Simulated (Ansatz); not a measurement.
Coupled-cluster diagnostics for H2S5, Ansatz.

Geometry of the singlet (PBE-D4/def2-SVP):

```xyz
7

S     0.057    0.156   -2.111
S     1.642   -0.438   -0.874
S     0.814   -1.375    0.811
S     0.397    0.135    2.207
S    -1.551    0.798    1.831
H    -0.126   -1.030   -2.768
H    -1.233    1.754    0.905
```

Correlated methods freeze 25 core orbitals.

Question: Estimate the CCSD(T) correlation energy, the shares of MP2 and (T), T1 and the reference's ⟨S²⟩ for: charge 0, singlet, own geometry in def2-TZVP; and the rough time on 4 threads of Arm Neoverse V2 on a shared host.

Answer: 
```csv
state,basis,correlation (eV),MP2 share (%),(T) share (%),T1,⟨S²⟩ (pure),wall time
"charge 0, singlet, own geometry",def2-TZVP,-26.614,87.4,5.2,0.017,0.00 (0.00),48 s
```
Customary marks for T1 are 0.02 (closed shells), 0.045 (open shells) and about 0.05 (3d metals). T1 stays under 0.02 throughout.
